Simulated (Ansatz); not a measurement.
C4H6O can be A, `CC1=C(O)C1`, or B, `C=C/C=C\O`.

Calculated with Ansatz (gas phase, PBE0-D4/def2-TZVP geometries, no zero-point term in ΔE). CBS: MP2 limit from def2 TZ/QZ plus the TZ coupled-cluster correction, frozen cores. This one scheme is used for every species. Functionals use def2-TZVPP. B3LYP here is the variant with VWN-RPA as its local correlation; programs differ in this. One conformer a species, not always the lowest.

A:

Z-matrix (Å, degrees):
```
C
C 1 1.469
H 1 1.095 2 111.0
H 1 1.094 2 111.0 3 -118.8
H 1 1.092 2 111.5 3 120.6
C 2 1.290 1 155.2 3 -120.4
C 2 1.529 1 142.8 3 59.5
O 6 1.332 2 152.9 1 -0.0
H 7 1.094 2 119.6 1 -73.7
H 7 1.094 2 119.6 1 73.8
H 8 0.964 6 108.9 2 -0.0
```

B:

```xyz
11

C     0.1364   -1.9579    0.4652
C    -0.2499   -0.6975    0.2591
C     0.5918    0.3464   -0.2747
C     0.2251    1.6162   -0.4896
O    -0.9792    2.1735   -0.2579
H     1.1458   -2.2819    0.2339
H    -0.5414   -2.6988    0.8692
H    -1.2790   -0.4460    0.5159
H     1.6140    0.0885   -0.5272
H     0.9172    2.3446   -0.8946
H    -1.5807    1.5130    0.1006
```

(1) Which is lower in electronic energy at CCSD(T)/CBS, and by how much? (Best estimate.)

(2) Give E(B) − E(A) in kcal/mol with HF/def2-TZVPP, PBE-D4, B3LYP-D4, B3LYP, CCSD(T)/def2-TZVPP, r2SCAN-D4, B2PLYP. (Estimate.)

Largest T1 diagnostic: 0.012.

Answers

(1) Computed: B, by 33.3 kcal/mol.

(2) The calculation gave: HF/def2-TZVPP -35.6, PBE-D4 -30.0, B3LYP-D4 -34.5, B3LYP -34.2, CCSD(T)/def2-TZVPP -33.0, r2SCAN-D4 -32.2, B2PLYP -33.3. None reverses the order clearly.

In def2-TZVPP, CCSD(T) changes the Hartree–Fock value by +2.6 kcal/mol (the triples alone add −0.5 kcal/mol) and MP2 by +5.8 kcal/mol. From PBE to PBE0 (25 % exact exchange), in def2-TZVPP and without D4, E(B) − E(A) moves by +1.1 kcal/mol.
